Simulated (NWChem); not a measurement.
## Ionisation of propyne (C₃H₄)

SMILES: C(#C)C
```xyz
7

C      1.2234    -0.1960     0.0000
C     -0.2116     0.0353     0.0000
C     -1.4074     0.2252     0.0000
H      1.4491    -1.2737     0.0000
H      1.6966     0.2476     0.8898
H      1.6966     0.2476    -0.8898
H     -2.4686     0.3908     0.0000
```
Charge 0, spin multiplicity 1.

The numbers come from NWChem runs, not from measurements. All single points use one geometry, from PBE0/def2-SVP, a minimum by its harmonic frequencies.

Basis set: def2-TZVP. −ε marks an orbital energy of the parent.

B3LYP has NWChem's definition, with VWN1-RPA local correlation.

Task: For the first vertical ionisation energy, −ε(HOMO) of HF gives 10.42 eV and −ε(HOMO) of PBE gives 6.45 eV. What do −ε(HOMO) of B3LYP, −ε(HOMO) of BLYP, −ε(HOMO) of r2SCAN give?

Result: −ε(HOMO) of B3LYP: 7.45 eV; −ε(HOMO) of BLYP: 6.31 eV; −ε(HOMO) of r2SCAN: 6.67 eV.
